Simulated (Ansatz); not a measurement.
Geometry optimisation, RKS BHLYP-D4/def2-SVP in Ansatz.

Input:

```yaml
crystal:
  periodic: [false, false, false]
  atoms:
    - { symbol: B, position_ang: [-0.024931, 0.440657, -0.445422] }
    - { symbol: O, position_ang: [-0.073486, -0.016156, 2.114705] }
    - { symbol: H, position_ang: [-0.99703, -0.256547, 2.206469] }
    - { symbol: H, position_ang: [0.988068, -0.099568, -0.757267] }
    - { symbol: Cl, position_ang: [-1.56694, -0.245753, -0.923986] }
    - { symbol: H, position_ang: [-0.050843, 1.513682, 0.075159] }
    - { symbol: H, position_ang: [-0.102739, 0.924985, 1.850942] }
basis:
  gaussian: { orbitals: def2-SVP }
hamiltonian:
  xc: { name: BHLYP }
  dispersion: d4
relax:
  f_tol: 0.03
  max_steps: 50
output:
  orbitals: {}
```

Run as:

```bash
$ ansatz run input.yaml --threads 1 --pin off --max-ram 2048MiB --backend cpu --events-out ev --progress --plain --runs-dir out
```

Task: Where does it end, and by what steps?

Result: It converged. The force dipped under the threshold on the way, but the program's further checks kept it going. After 21 steps the energy has fallen by 0.541 eV; H3 moved furthest, 0.87 Å. Joined: B1–O2.

```csv
step,energy less start (eV),largest force component (eV/Å),accepted
0,0.0000,1.074,yes
1,-0.0114,2.821,yes
2,-0.0362,3.104,yes
3,-0.2306,1.002,yes
4,-0.3226,0.609,yes
5,-0.4636,0.428,yes
6,-0.4614,0.313,no
7,-0.5019,0.221,yes
8,-0.5046,0.136,yes
9,-0.5069,0.044,yes
10,-0.5096,0.306,yes
11,-0.5200,0.275,yes
12,-0.5285,0.220,yes
13,-0.5382,0.037,yes
14,-0.5349,0.131,no
15,-0.5390,0.015,yes
16,-0.5376,0.386,no
17,-0.5389,0.257,no
18,-0.5396,0.009,yes
19,-0.5403,0.068,yes
20,-0.5406,0.080,yes
21,-0.5408,0.023,yes
```

```xyz
7
Properties=species:S:1:pos:R:3
B -0.022 0.454 -0.058
O -0.044 0.286 1.586
H -0.315 -0.613 1.794
H 0.795 -0.356 -0.399
Cl -1.746 0.009 -0.542
H 0.230 1.617 -0.204
H -0.726 0.863 1.943
```

Run time: 23 s on 1 thread of Intel(R) Xeon(R) 6975P-C (Granite Rapids), on a shared host, peak memory 0.15 GiB.
